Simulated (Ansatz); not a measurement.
Rhombohedral A7 Sb, treated with r²SCAN in Ansatz (plane waves, PAW).

Settings: plane-wave cutoff 500 eV, 12×12×12 k mesh, Fermi–Dirac smearing 0.05 eV, scalar-relativistic PAW data made under PBE.

Computed at the level's own relaxed cell.

Task: What does this level give for the equilibrium volume per atom, equilibrium lattice constant a and c axis length?

Result: 
equilibrium volume per atom: 31.57 Å³/atom
equilibrium lattice constant a: 4.341 Å
c axis length: 11.609 Å

Measured, for comparison: lattice constant a 4.301 Å, lattice parameter c 11.232 Å (78 K, zero-point motion not removed; as tabulated in Schiferl, Barrett, J. Appl. Cryst. 2, 30 (1969), COD 9009654). Computed (rounded) less measured: lattice constant a +0.9 %, lattice parameter c +3.4 %.

Note: the cell comes from a level without a dispersion term, which matters for the spacing of layers, chains or molecules.

Spin–orbit coupling is not included.

Static lattice: no zero-point or thermal effects.

Ansatz is a first-principles code.
